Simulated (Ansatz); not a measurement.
**C2HN (SMILES C1=CN=1): single points off equilibrium**

The atoms stand at a structure displaced at random from a GFN2-xTB minimum. How far do the functionals agree with CCSD(T) there?

The runs use Ansatz 0.2.0, Gaussian basis; single points in def2-TZVPP.

Cores are frozen in the correlated methods.

**1. Where the work starts**

SMILES `C1=CN=1`, 4 atoms, charge 0, spin multiplicity 1.

Atoms are counted from 1 here; the program's logs count them from 0.

Bond lengths: C1–C2 1.411 Å, C1–N3 1.419 Å, C2–N3 1.319 Å, C2–H4 1.036 Å. Angles: C2–C1–N3 55.6°, C1–C2–N3 62.5°, C1–C2–H4 155.6°, N3–C2–H4 141.8°, C1–N3–C2 61.9°.

Geometry (Å):

```
C     0.93100    0.67580    0.01320
C    -0.33040    0.04680   -0.06130
N     0.70170   -0.69830    0.28500
H    -1.34710   -0.00900   -0.25490
```

**2. CCSD(T)/def2-TZVPP**

run/in.yaml

```yaml
crystal:
  periodic: [false, false, false]
  atoms:
    - {symbol: C, position_ang: [0.931000, 0.675800, 0.013200]}
    - {symbol: C, position_ang: [-0.330400, 0.046800, -0.061300]}
    - {symbol: N, position_ang: [0.701700, -0.698300, 0.285000]}
    - {symbol: H, position_ang: [-1.347100, -0.009000, -0.254900]}
basis:
  gaussian: {orbitals: def2-TZVPP}
correlation: {method: ccsd_t}
output: {forces: true}
```

No record of the launch command was kept for these runs.

**3. PBE0-D4/def2-TZVPP**

Edit run/in.yaml of step 2 so:

```diff
@@ -9,3 +9,3 @@
   gaussian: {orbitals: def2-TZVPP}
-correlation: {method: ccsd_t}
-output: {forces: true}
+hamiltonian: {xc: pbe0, dispersion: d4}
+output: {forces: true, orbitals: {seedname: orbitals}}
```

**4. wB97M-V/def2-TZVPP**

Edit run/in.yaml of step 3 so:

```diff
@@ -9,3 +9,3 @@
   gaussian: {orbitals: def2-TZVPP}
-hamiltonian: {xc: pbe0, dispersion: d4}
-output: {forces: true, orbitals: {seedname: orbitals}}
+hamiltonian: {xc: {name: wB97M-V}}
+output: {forces: true}
```

**5. r2SCAN-D4/def2-TZVPP**

Edit run/in.yaml of step 4 so:

```diff
@@ -9,3 +9,3 @@
   gaussian: {orbitals: def2-TZVPP}
-hamiltonian: {xc: {name: wB97M-V}}
+hamiltonian: {xc: r2scan, dispersion: d4}
 output: {forces: true}
```

**6. PBE-D4/def2-TZVPP**

Edit run/in.yaml of step 5 so:

```diff
@@ -9,3 +9,3 @@
   gaussian: {orbitals: def2-TZVPP}
-hamiltonian: {xc: r2scan, dispersion: d4}
+hamiltonian: {xc: pbe, dispersion: d4}
 output: {forces: true}
```

**7. BHLYP-D4/def2-TZVPP**

Edit run/in.yaml of step 6 so:

```diff
@@ -9,3 +9,3 @@
   gaussian: {orbitals: def2-TZVPP}
-hamiltonian: {xc: pbe, dispersion: d4}
+hamiltonian: {xc: {name: BHLYP}, dispersion: d4}
 output: {forces: true}
```

**8. r2SCAN0-D4/def2-TZVPP**

Edit run/in.yaml of step 7 so:

```diff
@@ -9,3 +9,3 @@
   gaussian: {orbitals: def2-TZVPP}
-hamiltonian: {xc: {name: BHLYP}, dispersion: d4}
+hamiltonian: {xc: {name: r2SCAN0}, dispersion: d4}
 output: {forces: true}
```

(Steps that only read results are left out.)

Before running it: what results should come out? Wanted: energy less free atoms, CCSD(T)/def2-TZVPP; RMS force component; RMS force error; HOMO and LUMO, PBE0-D4; T1 diagnostic.

As calculated:

| quantity | value |
| --- | --- |
| energy less free atoms, CCSD(T)/def2-TZVPP | -1572.9 kJ/mol |
| RMS force component | 0.980 to 1.720 eV/Å over the methods |
| RMS force error | PBE0-D4 0.524, wB97M-V 0.493, r2SCAN-D4 0.292, PBE-D4 0.117, BHLYP-D4 0.963, r2SCAN0-D4 0.699 eV/Å |
| HOMO and LUMO, PBE0-D4 | -7.71 and -2.18 eV |
| T1 diagnostic | 0.013 |

**Reading.** Against CCSD(T) the functionals' energies less atoms differ by -175.8 to +31.7 kJ/mol, PBE-D4 by -175.8 kJ/mol. A larger basis would deepen the CCSD(T) value, while the functionals are nearly converged already, so the order here is not reliable. For forces PBE-D4 does best and BHLYP-D4 worst. Frozen-core CCSD(T) forces in triple zeta carry basis errors of their own, and this is one geometry, so small gaps rank nothing.
